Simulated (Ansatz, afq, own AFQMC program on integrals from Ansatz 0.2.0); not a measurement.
CH⁺, singlet in cc-pVTZ, levels against full CI

```json
{"atom": "C", "x (Å)": "0.0000", "y (Å)": "0.0000", "z (Å)": "0.0000"}
{"atom": "H", "x (Å)": "0.0000", "y (Å)": "0.0000", "z (Å)": "1.1404"}
```

Basis cc-pVTZ. Noble-gas cores (and the filled d shells of Ga–Kr and In–Xe) are frozen. Ansatz 0.2.0 and our own AFQMC program on the same integrals; the CISD trial comes from CCSD amplitudes, and released means the phaseless constraint is let go. Free AFQMC starts from the CCSD state and is never constrained. Its projection time is finite, and what remains of the start isn't in its error. Error bars are statistical, one sigma.

Determinant: RHF, the one that the program's search chose, which needn't be the lowest solution. The geometry is a PBE0/def2-TZVP stationary point of this or a neighbouring charge and spin state.

Full CI on the same integrals is exact in this basis and with this determinant's frozen core.

Cautions: restricted determinant unstable towards unrestricted (UHF 278 meV lower, ⟨S²⟩ 0.53).

The T1 diagnostic is 0.0106. The weight of the determinant in the CISD state is 0.923. The size of the correlated space is 4 electrons in 43 orbitals.

Reference: full CI, correlation energy -3.181 eV. The released energy is read at 2.40 1/Eh (meV from the phaseless value at times in 1/Eh: -15 ± 15 at 0.24, -8 ± 8 at 0.51, -5 ± 7 at 0.99, 8 ± 10 at 1.62, -5 ± 9 at 2.40).

```csv
level,E − E(reference) (kcal/mol),share of correlation (%)
HF,73.36,0.00
MP2,20.12,72.58
CCSD,1.70,97.69
CCSD(T),0.34,99.54
CCSDT,0.08,99.89
CCSDT(Q),0.02,99.97
ph-AFQMC/CISD,-0.05 ± 0.16,100.07
released AFQMC,-0.18 ± 0.20,100.24
free AFQMC,-0.14 ± 0.18,100.19
```

CCSDT and higher add their correlation energy to the determinant of the CCSD(T) run, since their own runs factorise the integrals more tightly (a shift of under 2 meV). Free projections are given only where their last times agree within the noise and don't stop above the reference; a slow remainder of the start can still hide under it. A walk keeps the symmetry of its determinant, which the program's search chose and which needn't be the lowest solution, so a lower state of the same spin and another symmetry isn't excluded. Released energies are given only where the last usable release times agree within the noise; a slower fall can still hide under it.
